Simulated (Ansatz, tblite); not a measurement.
# The cluster Ba₂O+: one state, many levels

Aim: run the doublet of the cluster Ba₂O+ at one geometry on many levels, and compare frontier levels, spin and run time.

Program: Ansatz 0.2.0, Gaussian basis. Level of theory: as each input shows. These are calculated values, not measurements.

The runs, in order: GFN1-xTB, GFN2-xTB, PBE-D4/def2-TZVP, r2SCAN-D4/def2-TZVP, CAM-B3LYP-D4/def2-TZVP, revPBE-D4/def2-TZVP, r2SCAN0-D4/def2-TZVP, LDA/def2-TZVP, ωB97X-V/def2-TZVP, PBE-D4/def2-SVP, PBE0-D4/def2-SVP, CCSD(T)/def2-TZVPP, MP2/def2-TZVP, RPA/def2-TZVP.

**1. The relaxed structure**

The geometry is that of the doublet, from an earlier relaxation (PBE0-D4/def2-TZVP). At that level it is the lowest of the isomers that a small search found.

3 atoms, charge 1, spin multiplicity 2.

Bond lengths: Ba1–O3 2.155 Å, Ba2–O3 2.155 Å. Angles: Ba1–O3–Ba2 147.6°.

Ba takes a core potential in the def2 sets. No spin-orbit coupling is included. The ion is computed in the gas phase, without counter-ions or solvent.

PBE0-D4/def2-TZVP was run before; its log isn't repeated, and its numbers join the tables.

**2. GFN1-xTB**

Tight binding, by tblite at 300 K electronic temperature and without a spin-polarisation term:

```python
tblite.interface.Calculator('GFN1-xTB', numbers, positions, charge=1, uhf=1).singlepoint()
```

Energy -147.1862 eV; 0.003 s.

**3. GFN2-xTB**

Tight binding, by tblite at 300 K electronic temperature and without a spin-polarisation term:

```python
tblite.interface.Calculator('GFN2-xTB', numbers, positions, charge=1, uhf=1).singlepoint()
```

Energy -125.5392 eV; 0.003 s.

**4. PBE-D4/def2-TZVP**

start.molden holds the orbitals of an earlier run on this state, given as this run's starting guess.

in.yaml reads:

```yaml
crystal:
  periodic: [false, false, false]
  atoms:
    - {symbol: Ba, position_ang: [-0.313116, 1.077598, 1.750200]}
    - {symbol: Ba, position_ang: [0.101879, -0.783979, -1.922877]}
    - {symbol: O, position_ang: [0.211237, -0.293619, 0.172676]}
basis:
  gaussian: {orbitals: def2-TZVP, initial_orbitals: start.molden}
total_charge: 1
magnetization: {spin_polarized: true, initial_magnetization: 1}
hamiltonian: {xc: pbe, dispersion: d4}
scf: {omitted_lower_state_checks: [starts]}
output: {orbitals: {seedname: orbitals}}
```

Run with:

```bash
$ ansatz run in.yaml --threads 4 --pin off --events-out ev --progress --plain --max-ram 3916MiB
```

The runs that follow: r2SCAN-D4/def2-TZVP; CAM-B3LYP-D4/def2-TZVP; revPBE-D4/def2-TZVP; r2SCAN0-D4/def2-TZVP; LDA/def2-TZVP; ωB97X-V/def2-TZVP; PBE-D4/def2-SVP; PBE0-D4/def2-SVP; CCSD(T)/def2-TZVPP; MP2/def2-TZVP; RPA/def2-TZVP.

**Question.** What will the summary of the whole plan be? Wanted: gap in def2-TZVP, named functionals, smallest and largest; correlation energy, CCSD(T)/def2-TZVPP; correlation energy, MP2/def2-TZVP; ⟨S²⟩ in def2-TZVP, named functionals, smallest and largest; PBE0 total energy, smallest basis above largest.

The runs gave:

```
                                                  quantity                                   value
 gap in def2-TZVP, named functionals, smallest and largest  0.42 eV (revPBE-D4), 3.82 eV (ωB97X-V)
                    correlation energy, CCSD(T)/def2-TZVPP                               -16.52 eV
                         correlation energy, MP2/def2-TZVP                               -15.50 eV
⟨S²⟩ in def2-TZVP, named functionals, smallest and largest                            0.750, 0.751
           PBE0 total energy, smallest basis above largest           4.07 eV (def2-SVP, def2-TZVP)
```

**Reading.** Over the named functionals in def2-TZVP the gap runs from 0.42 eV (revPBE-D4) to 3.82 eV (ωB97X-V); exact exchange widens it.
